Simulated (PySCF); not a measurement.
## C4H6O: calculation and literature

Geometry:
```json
{"atom": "C1", "x (Å)": "1.105", "y (Å)": "-0.782", "z (Å)": "2.145"}
{"atom": "C2", "x (Å)": "1.147", "y (Å)": "-0.198", "z (Å)": "1.097"}
{"atom": "O3", "x (Å)": "1.221", "y (Å)": "0.442", "z (Å)": "-0.021"}
{"atom": "C4", "x (Å)": "0.243", "y (Å)": "0.053", "z (Å)": "-1.014"}
{"atom": "C5", "x (Å)": "-1.147", "y (Å)": "0.481", "z (Å)": "-0.625"}
{"atom": "H6", "x (Å)": "1.082", "y (Å)": "-1.292", "z (Å)": "3.076"}
{"atom": "H7", "x (Å)": "0.311", "y (Å)": "-1.029", "z (Å)": "-1.150"}
{"atom": "H8", "x (Å)": "0.582", "y (Å)": "0.547", "z (Å)": "-1.924"}
{"atom": "H9", "x (Å)": "-1.448", "y (Å)": "0.008", "z (Å)": "0.312"}
{"atom": "H10", "x (Å)": "-1.854", "y (Å)": "0.181", "z (Å)": "-1.402"}
{"atom": "H11", "x (Å)": "-1.202", "y (Å)": "1.564", "z (Å)": "-0.506"}
```

The experiment to reproduce: δ ¹³C C2 90.9; C1 26.5 ppm (measured; solution, not stated per compound (mostly CDCl3 or CCl4); Pretsch, Buehlmann, Badertscher, Structure Determination of Organic Compounds, 4th ed. (2009)).

- geometry from PBE0-D3(BJ)/def2-TZVP
- σ from GIAO-B97-2/pcSseg-2
- run in PySCF
- a single conformation, fast rotation and ring inversion assumed for equivalent nuclei, no solvent model, no relativistic terms

(1) What does the calculation give, and how does it compare?

(2) How far are the unscaled ¹³C shifts from the references?

## Answers

(1) 
Reference values: measured (solution, not stated per compound (mostly CDCl3 or CCl4); Pretsch, Buehlmann, Badertscher, Structure Determination of Organic Compounds, 4th ed. (2009)).
| atoms | quantity | reference | computed | computed, scaled |
| --- | --- | --- | --- | --- |
| C2 | δ ¹³C | 90.9 | 93.1 | 87.7 |
| C1 | δ ¹³C | 26.5 | 28.1 | 25.1 |

Computed shifts are σ(ref) − σ with the named reference compound (TMS for H and C) calculated as an isolated molecule at the same level. The measured values may be among those fitted. Empirical linear scaling, fitted to shifts measured mostly in CDCl3 for H and C (δ vs TMS): ¹³C: δ = 176.83 − 0.965σ (rms 2.0 ppm, 507 shifts, 2.1 ppm with the 1 outlier that the fit left out). Occasional misses reach two or three times the rms, and more in compound classes unlike the fitted ones.

(2) Mean signed difference +1.90 ppm, mean absolute 1.90 ppm over 2 comparisons; the largest is +2.2 ppm at C2 (alkyne carbon).
